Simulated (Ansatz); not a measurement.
# AlF (triplet): the correlation ladder, aug-cc-pVDZ

The task here is to estimate one member of a computed series from the others.

Program: Ansatz 0.2.0, Gaussian basis. Level of theory: aug-cc-pVDZ, core rule «outside noble gas», up to 6 orbitals frozen. These are calculated values, not measurements.

The runs, in order: UHF; CCSD(T) on ROHF; CCSD(T) on UHF; BCCD(T) on ROHF; CISD; CCSDT(Q) on ROHF; CCSDT(Q) on UHF.

24 further runs of the same task are left out: 9 for a known fault of the program, 5 that didn't finish, 10 set aside as unsound or not needed.

## The geometry

The geometry is a PBE0/def2-TZVPD stationary point (not a proven minimum) of the parent state, kept for this charge and spin.

2 atoms, charge 0, spin multiplicity 3.

Atoms are counted from 1 here; the program's logs count them from 0.

Bond lengths: Al1–F2 1.719 Å.

The first run:

The input, in.yaml:

```yaml
crystal:
  periodic: [false, false, false]
  atoms:
    - {symbol: Al, position_ang: [0.000000, 0.000000, 0.000000]}
    - {symbol: F, position_ang: [0.000000, 0.000000, 1.719000]}
basis:
  gaussian: {orbitals: aug-cc-pVDZ}
magnetization: {spin_polarized: true, initial_magnetization: 2}
hamiltonian: {xc: hf}
output: {orbitals: {seedname: orbitals}}
```

The run is started by

```console
$ ansatz run in.yaml --threads 1 --pin off --events-out ev --progress --plain --max-ram 2393MiB
```

Steps of the session up to this table: UHF; CCSD(T) on ROHF; CCSD(T) on UHF; BCCD(T) on ROHF; CISD; CCSDT(Q) on ROHF; CCSDT(Q) on UHF.

One table of the session follows, with a row left open; its other results are not shown here.

| method | from UCCSDT(Q) (meV) |
| --- | --- |
| ROHF | +6668.5 |
| UHF | +6658.1 |
| RMP2 | +272.8 |
| UMP2 | +268.2 |
| CISD | ? |
| RCCSD | +183.6 |
| UCCSD | +183.1 |
| RCCSD(T) | +23.6 |
| UCCSD(T) | +22.9 |
| BCCD(T) | +18.9 |
| RCCSDT | +11.5 |
| UCCSDT | +10.9 |
| RCCSDT(Q) | +4.6 |
| UCCSDT(Q) | 0 |

Q: Estimate the row for CISD from the others.

The run gave: from UCCSDT(Q) (meV): +461.5. In the column «from UCCSDT(Q) (meV)» it lies between RMP2 (+272.8) and UHF (+6658.1).

Limits of these values: Restricted and unrestricted rows rest on different reference determinants; where their highest levels disagree by more than a few hundredths of an eV, they describe different states and don't form one ladder.
